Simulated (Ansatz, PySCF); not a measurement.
Gas-phase reaction in SMILES: [O]O -> [O-]O (an electron is taken up)
Each molecule is optimised on its own at B3LYP-D3(BJ)/def2-TZVP (Ansatz, a first-principles code).

Property: adiabatic electron affinity (0 K, with B3LYP-D3(BJ) harmonic zero-point energies from PySCF), positive where the reaction releases energy, in eV. Valence correlation only, unless marked. Open shells are spin-unrestricted. Spin-orbit coupling is left out. Non-relativistic unless marked X2C. Anions need diffuse functions: aug- sets have them; def2-D sets add few; the other sets have none. CBS marks a two-point X^-3 extrapolation of the correlation energy; Hartree-Fock from the larger set.

| level | program | adiabatic electron affinity (eV) | minus last row |
|---|---|---|---|
| PBE-D3(BJ)/def2-TZVPD | Ansatz + dftd3 | 0.92 | -0.18 |
| BLYP-D4/def2-TZVPD | Ansatz + dftd4 | 1.05 | -0.05 |
| TPSS/def2-TZVPD | PySCF | 0.86 | -0.24 |
| M06-L/def2-TZVPD | PySCF | 0.65 | -0.45 |
| r2SCAN-D3(BJ)/def2-TZVPD | Ansatz + dftd3 | 0.78 | -0.32 |
| PBE0-D3(BJ)/def2-TZVPD | Ansatz + dftd3 | 0.72 | -0.38 |
| PBE0-D4/def2-TZVPD | Ansatz + dftd4 | 0.73 | -0.37 |
| TPSSh-D3(BJ)/def2-TZVPD | PySCF + dftd3 | 0.79 | -0.31 |
| TPSSh-D4/def2-TZVPD | PySCF + dftd4 | 0.79 | -0.31 |
| MN15/def2-TZVPD | PySCF | 0.92 | -0.18 |
| CAM-B3LYP/def2-TZVPD | Ansatz | 0.98 | -0.12 |
| MP2/STO-3G | Ansatz | -7.39 | -8.49 |
| MP2/6-31G | Ansatz | 0.22 | -0.88 |
| RI-MP2/aug-cc-pVQZ | Ansatz | 1.33 | 0.23 |
| RI-MP2/CBS(aug-cc-pVTZ,aug-cc-pVQZ) | Ansatz | 1.38 | 0.28 |
| SCS-MP2/STO-3G | Ansatz | -7.31 | -8.41 |
| SCS-MP2/def2-TZVPP | Ansatz | 0.79 | -0.31 |
| SCS-MP2/def2-QZVPPD | Ansatz | 1.25 | 0.15 |
| CCSD/def2-QZVPP | Ansatz | 0.73 | -0.37 |
| X2C-CCSD(T)/cc-pVTZ-DK | Ansatz | 0.24 | -0.86 |
| CCSD(T)/CBS(aug-cc-pVTZ,aug-cc-pVQZ) | Ansatz | 1.10 | 0.00 |
